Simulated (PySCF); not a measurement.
# Bonding in TT

Species: TT, C₆H₄S₂.
SMILES with atom numbers: `[cH:1]1[cH:2][c:3]2[s:4][cH:5][cH:6][c:7]2[s:8]1` (hydrogens: H9 on C1; H10 on C2; H11 on C5; H12 on C6)

Cartesian coordinates in Å at the PBE0-D3(BJ)/def2-TZVP level; atoms count from 1:
```xyz
12
C6H4S2 angstrom
C     -2.1324   -0.1573    0.7616
C     -1.5650   -0.8778   -0.2442
C     -0.2114   -0.5036   -0.4317
S      1.0581   -0.9766   -1.4862
C      2.1380    0.1535   -0.7648
C      1.5702    0.8740    0.2408
C      0.2188    0.4944    0.4333
S     -1.0521    0.9718    1.4840
H     -3.1465   -0.2258    1.1254
H     -2.0893   -1.6329   -0.8128
H      3.1511    0.2250   -1.1308
H      2.0950    1.6278    0.8105
```

Bond orders from the PBE0/pcSseg-2 density (PySCF). Isolated species at its PBE0-D3(BJ)/def2-TZVP geometry, gas phase.

(1) How far do the computed orders between heavy atoms stray from the drawn ones?

(2) Give the Mayer order of every bond between heavy atoms, beside its length.

## Answers

(1) The largest departure is 0.363, at S4–C5 (drawn aromatic, 1.137) and S8–C1 (drawn aromatic, 1.137), counting aromatic bonds as 1.5. The bonds drawn aromatic range from 1.14 to 1.67.

(2) 
```csv
bond,drawn as,length (Å),Mayer order
C1–C2,aromatic,1.361,1.666
C2–C3,aromatic,1.417,1.292
C3–S4,aromatic,1.717,1.180
S4–C5,aromatic,1.722,1.137
C5–C6,aromatic,1.361,1.666
C6–C7,aromatic,1.417,1.292
C7–S8,aromatic,1.717,1.180
S8–C1,aromatic,1.722,1.137
C7–C3,aromatic,1.389,1.334
```

Bonds between the same two heavy elements. C–C: lowest C2–C3 and C6–C7 (1.292, 1.417 Å), highest C1–C2 and C5–C6 (1.666, 1.361 Å). C–S: lowest S4–C5 and S8–C1 (1.137, 1.722 Å), highest C3–S4 and C7–S8 (1.180, 1.717 Å). Bonds named together lie within 0.004.

**Question.** And the bonds to hydrogen?

**Answer.** C–H: 0.99 to 1.00 (4 bonds).

**Question.** Sum the orders of all bonds at each heavy atom with more than one neighbour and set the sums beside the valence in the SMILES.

**Answer.** C1 3.791 (drawn 4), C2 3.954 (drawn 4), C3 3.806 (drawn 4), S4 2.317 (drawn 2), C5 3.791 (drawn 4), C6 3.954 (drawn 4), C7 3.806 (drawn 4), S8 2.317 (drawn 2). Orders between atoms that aren't bonded are not in these sums.

For a closed shell the Mayer order of atoms A and B is Σ (PS)μν (PS)νμ over the basis functions μ on A and ν on B, with P the density and S the overlap matrix.

These values come from a run that also computed NMR shieldings. Hardware: one thread of an Arm Neoverse V1 (shared host). Cost: 67 s wall, 1.5 GiB resident at most.
